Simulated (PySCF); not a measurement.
System (SMILES): C#C (C2H2).
Geometry (B3LYP-D3(BJ)/def2-TZVP, fixed):
```xyz
4

C      0.0000     0.0000    -0.5984
C      0.0000     0.0000     0.5984
H      0.0000     0.0000     1.6611
H      0.0000     0.0000    -1.6611
```

Basis-set convergence of the lowest singlet excitation energy at PBE with PySCF. Tamm-Dancoff approximation; the state is taken by its order, and sets in which it differs in degeneracy or brightness are left out, yet its character can still change. All functions are spherical. Density fitting with generated auxiliary sets. No added dispersion term, no relativity. Reference: the value in d-aug-cc-pVTZ, 6.839 eV, itself unsure by roughly 0.005 eV (its mean distance from aug-pcseg-2, aug-cc-pVTZ). Deviations are taken from unrounded values. Cost is core time over that of def2-SVPD, rough, on shared machines of one kind.

```tsv
basis	functions	cost
def2-SVPD	56	1×
def2-TZVP	74	0.9×
def2-TZVPP	90	1×
def2-TZVPD	92	1×
def2-TZVPPD	108	2×
def2-QZVPP	174	4×
def2-QZVPPD	192	4×
```

**Question.** Which is the smallest def2 set listed that can be trusted to 0.1 eV here, that is, within that of the reference together with its larger relatives (same family, alike in diffuse functions; a set with none to test it counts only in the reference's own line)?

**Answer.** The smallest set listed that lies within 0.1 eV of the reference with all its larger relatives (same family, alike in diffuse functions; a set with none counts only in the reference's own line) is def2-TZVPD (92 functions, 1× in cost, 0.065 eV off). Inside, with no larger relative to test it: def2-QZVPP. Value minus reference: def2-SVPD 0.145, def2-TZVP 0.148, def2-TZVPP 0.142, def2-TZVPD 0.065, def2-TZVPPD 0.065, def2-QZVPP 0.068, def2-QZVPPD 0.046 eV.
